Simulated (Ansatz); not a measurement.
2H WSe₂, treated with PBEsol (plane waves, PAW; Ansatz, an electronic-structure program).

Numerical settings: plane-wave cutoff 520 eV, 12×12×4 k mesh (along the axes of the cell as run), Fermi–Dirac smearing 0.01 eV, no spin polarisation, scalar-relativistic PAW data made under PBE.

Shape and atoms are relaxed at each volume.

Pressure at four volumes; x = ln(V/20.423 Å³). One pressure is withheld.

```json
[
 {"V (Å³/atom)": "19.607", "x": "-0.0408", "P (GPa)": "?"},
 {"V (Å³/atom)": "20.015", "x": "-0.0202", "P (GPa)": "0.569"},
 {"V (Å³/atom)": "20.423", "x": "0.0000", "P (GPa)": "0.004"},
 {"V (Å³/atom)": "21.240", "x": "0.0392", "P (GPa)": "-0.567"}
]
```

Pass a parabola P(x) through the three rows shown, estimate the bulk modulus and its pressure derivative near zero pressure, and predict the withheld pressure.

Slopes between the rows: (0.004 − (0.569))/(0.0000 − (-0.0202)) = -27.97 and (-0.567 − (0.004))/(0.0392 − (0.0000)) = -14.57 GPa. Their difference over the span 0.0594 is c = 13.40/0.0594 = 225.6 GPa, so P(x) = 0.569 + (-27.97)(x − (-0.0202)) + 225.6 (x − (-0.0202))(x − (0.0000)). At the middle row B = −dP/dx = −[-27.97 + 225.6 × 0.0202] = 23.4 GPa, and B′ = dB/dP = 2c/B = 19.3. At x = -0.0408 the parabola gives 1.335 GPa; the run gives 1.408 GPa. The Birch–Murnaghan fit to the energies at all volumes has B0 = 23.3 GPa and B′ = 21.4.

Measured, for comparison: bulk modulus 72 ± 1 GPa (room temperature, no zero-point or thermal correction; as tabulated in High-Pressure X-ray Diffraction Study of Tungsten Diselenide, J. Phys. Chem. …). Computed (rounded) less measured: bulk modulus -68 %.

Note: the cell comes from a level without a dispersion term, which matters for the spacing of layers, chains or molecules; the bulk modulus comes from volumes at which shape and atoms were relaxed; the cell has widely spaced layers and the level no dispersion term, so their spacing and the moduli can rest on weak binding.

Spin–orbit coupling is not included.
